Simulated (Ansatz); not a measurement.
[OH···H···S], triplet: transfer scan

Starting geometry:

| atom | x (Å) | y (Å) | z (Å) |
| --- | --- | --- | --- |
| O | -0.9166 | -0.2316 | 0.0000 |
| H | -1.1659 | 0.6949 | 0.0000 |
| H | 0.0430 | -0.2316 | 0.0000 |
| S | 2.0394 | -0.2316 | 0.0000 |

From there H3 is moved from one fragment to the other while all else, the fragments' distance too, stays fixed; atoms are numbered as listed. Energies are in kJ/mol, counted from the starting geometry at the same level.

Basis cc-pVDZ; Ansatz 0.2.0. Only valence electrons are correlated (noble-gas cores frozen). Prefix R: restricted or restricted open-shell reference; prefix U: unrestricted. Active spaces: valence = (14e, 10o) chosen from the atoms' valence shells.

Unrestricted rows (U) aren't spin-pure: their determinants' ⟨S²⟩ exceeds S(S+1) by up to 0.10, so they mix in states of higher spin. Coupled cluster chose its determinant by trial CCSD, here up to 0.17 eV above the lowest Hartree–Fock solution of its kind. Runs in a small pair space aren't shown, since their orbitals change along the scan.

Full CI isn't at hand for all of this; UCCSDT(Q) serves as the reference, and is uncertain by about the last step of the cluster series. The frozen core follows each run's orbitals, which can shift R against U totals by a few meV.

```tsv
distance O1-H3 (Å)	UCCSDT(Q)	error UHF	error RCCSD(T)	error UCCSD(T)	error RCCSDT(Q)	error NEVPT2 (valence space)	error MRCISD+Q (valence space)
0.892	13.0	-7.8	-0.2	-0.2	0.0	0.8	-0.3
0.960	0.0	0.0	0.0	0.0	0.0	0.0	0.0
1.048	18.1	10.4	0.3	0.3	0.0	-0.9	0.5
1.136	57.1	21.0	0.8	0.8	0.0	-1.4	1.0
1.224	99.2	34.7	1.5	1.7	-0.1	-1.9	1.3
1.312	129.3	25.5	2.2	2.2	-0.1	-1.6	1.6
1.400	142.8	5.2	2.1	2.0	0.0	-0.3	1.9
1.488	142.5	-14.3	1.2	1.2	0.0	1.7	1.9
1.576	139.6	-29.1	0.6	0.6	0.0	2.5	1.4
```

Errors are those of relative energies. In total energy the starting point itself misses UCCSDT(Q) by: UHF 848.6, RCCSD(T) 2.9, UCCSD(T) 2.8, RCCSDT(Q) 0.0, NEVPT2 (valence space) 133.1, MRCISD+Q (valence space) 3.6 kJ/mol.

Spread of the error over the points with a reference, to 1.576 Å (largest less smallest): RCCSDT(Q) 0.1, MRCISD+Q (valence space) 2.3, RCCSD(T) 2.3, UCCSD(T) 2.3, NEVPT2 (valence space) 4.4, UHF 63.8 kJ/mol.
